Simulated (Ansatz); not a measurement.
CHN, SMILES [C-]#[NH+].

Geometry: B3LYP-D3(BJ)/def2-TZVPD.

Two levels are set side by side: PBE/def2-TZVPD (Ansatz, an electronic-structure program) and ωB97X-V/def2-TZVPD (Ansatz). Energy differences of separate SCF runs at the same geometry; the states with an electron removed or added have multiplicity 2 and 2. Differences are taken from unrounded values.

| quantity | PBE |
|---|---|
| vertical ionisation energy (eV) | 12.00 |
| vertical singlet–triplet gap (eV) | 5.78 |

These are the PBE values. What does ωB97X-V give? (Estimate from the structure and the level; the computed values follow.)


```csv
quantity,ωB97X-V,PBE minus ωB97X-V
vertical ionisation energy (eV),12.26,-0.26
vertical singlet–triplet gap (eV),6.09,-0.31
```
